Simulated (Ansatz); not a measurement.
**BCl2+: small, medium and large basis sets**

An exercise on one series of results from a longer session: the logs are not shown, and one member is left open.

Method: one geometry, several basis sets; program: Ansatz 0.2.0, Gaussian basis.

Levels to be run: PBE0-D4/def2-SVP; ωB97M-V/def2-SVP; PBE0-D4/def2-QZVPP; ωB97M-V/def2-QZVPP; CCSD(T)/cc-pV(D+d)Z; CCSD(T)/cc-pV(T+d)Z; CCSD(T)/cc-pV(Q+d)Z; the functionals' def2-TZVPP values are taken from earlier runs.

## The geometry

An earlier PBE0-D4 in a triple-zeta def2 set relaxation fixed the geometry.

SMILES `Cl[B+]Cl`, 3 atoms, charge 1, spin multiplicity 1.

Atoms are counted from 1 here; the program's logs count them from 0.

Bond lengths: Cl1–B2 1.610 Å, B2–Cl3 1.610 Å. Angles: Cl1–B2–Cl3 180.0°.

Set-up of the first run:

in.yaml reads:

```yaml
crystal:
  periodic: [false, false, false]
  atoms:
    - {symbol: Cl, position_ang: [-1.267916, 0.785682, -0.605301]}
    - {symbol: B, position_ang: [0.000007, 0.000016, 0.000002]}
    - {symbol: Cl, position_ang: [1.267909, -0.785698, 0.605289]}
basis:
  gaussian: {orbitals: def2-SVP}
total_charge: 1
hamiltonian: {xc: pbe0, dispersion: d4}
output: {orbitals: {seedname: orbitals}}
```

Run with:

```
ansatz run in.yaml --threads 2 --pin off --events-out ev --progress --plain --max-ram 32768MiB --backend cpu
```

Among the steps run: PBE0-D4 in def2-SVP; ωB97M-V in def2-SVP; PBE0-D4 in def2-QZVPP; ωB97M-V in def2-QZVPP.

One table of the session follows, with a row left open; its other results are not shown here.

It belongs to the step «Functionals by basis». 

```
functional       basis  HOMO (eV)  LUMO (eV)
   PBE0-D4    def2-SVP     -17.19      -8.26
   PBE0-D4  def2-TZVPP     -17.04      -8.31
   PBE0-D4  def2-QZVPP     -17.04      -8.33
   ωB97M-V    def2-SVP          ?          ?
   ωB97M-V  def2-TZVPP     -19.20      -6.04
   ωB97M-V  def2-QZVPP     -19.21      -6.08
```

Estimate the missing values for ωB97M-V, def2-SVP.

The run gave: HOMO (eV): -19.32; LUMO (eV): -5.98. In the column «HOMO (eV)» it is the lowest.
